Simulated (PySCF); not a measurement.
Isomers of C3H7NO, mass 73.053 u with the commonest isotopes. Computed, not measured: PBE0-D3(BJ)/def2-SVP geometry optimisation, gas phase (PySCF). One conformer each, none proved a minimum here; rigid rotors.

Question: Order these by rotational constant C, smallest first.
A. `[CH3:1]/[N:2]=[CH:3]/[CH2:4][OH:5]` with N2–C3–C4–O5 0°, C3–C4–O5–H 0°
B. dimethylformamide, `N(C)(C)C=O`
C. `[CH3:1][CH2:2][C:3]([NH2:4])=[O:5]` with C1–C2–C3–N4 -171° (propanamide)
D. `[CH3:1][NH:2][C:3]([CH3:4])=[O:5]` with C1–N2–C3–C4 179° (N-methylacetamide)

Answer: A (2506 MHz), C (2864 MHz), D (2924 MHz), B (2985 MHz).

Question: Order these by dipole moment, smallest first.
A. `[H]/[N:5]=[C:3](\[O:2][CH3:1])[CH3:4]` with C1–O2–C3–C4 179°
B. `[CH3:1]/[N:2]=[CH:3]/[CH2:4][OH:5]` with N2–C3–C4–O5 0°, C3–C4–O5–H 0°
C. `[CH3:1][NH:2][C:3]([CH3:4])=[O:5]` with C1–N2–C3–C4 179°

Answer: A (2.20 D), B (3.08 D), C (3.76 D).

Question: Order these by rotational constant A, largest first.
A. `[CH3:1][CH2:2][NH:3][CH:4]=[O:5]` with C1–C2–N3–C4 -91°, C2–N3–C4–O5 -3°
B. `[H]/[N:5]=[C:3](\[O:2][CH3:1])[CH3:4]` with C1–O2–C3–C4 179°
C. dimethylformamide (`C(N(C)C)=O`)
D. `[CH3:1][CH2:2][C:3]([NH2:4])=[O:5]` with C1–C2–C3–N4 -171° (propanamide)
E. `[CH3:1]/[N:2]=[CH:3]/[CH2:4][OH:5]` with N2–C3–C4–O5 0°, C3–C4–O5–H 0°
F. `[CH3:1][NH:2][C:3]([CH3:4])=[O:5]` with C1–N2–C3–C4 179°

Answer: E (15065 MHz), A (10535 MHz), F (10126 MHz), D (9911 MHz), B (9690 MHz), C (9012 MHz).

| SMILES | point group | Ia (u·Å²) | Ib (u·Å²) | Ic (u·Å²) | κ | μa (D) | μb (D) | μc (D) |
| --- | --- | --- | --- | --- | --- | --- | --- | --- |
| CNC(C)=O | – | 49.91 | 129.26 | 172.83 | -0.73 | 0.75 | 3.68 | 0.05 |
| CCC(N)=O | near Cs | 50.99 | 132.17 | 176.44 | -0.73 | 1.03 | 3.54 | 0.02 |
| CCNC=O | C1 | 47.97 | 151.51 | 173.36 | -0.89 | 2.24 | 2.91 | 0.74 |
| CN(C)C=O | Cs | 56.08 | 119.65 | 169.29 | -0.59 | 3.78 | 0.44 | 0.00 |
| [H]/N=C(/C)OC | Cs | 52.16 | 121.85 | 167.60 | -0.66 | 1.98 | 0.95 | 0.02 |
| C/N=C/CO | Cs | 33.55 | 174.40 | 201.66 | -0.94 | 2.39 | 1.94 | 0.00 |
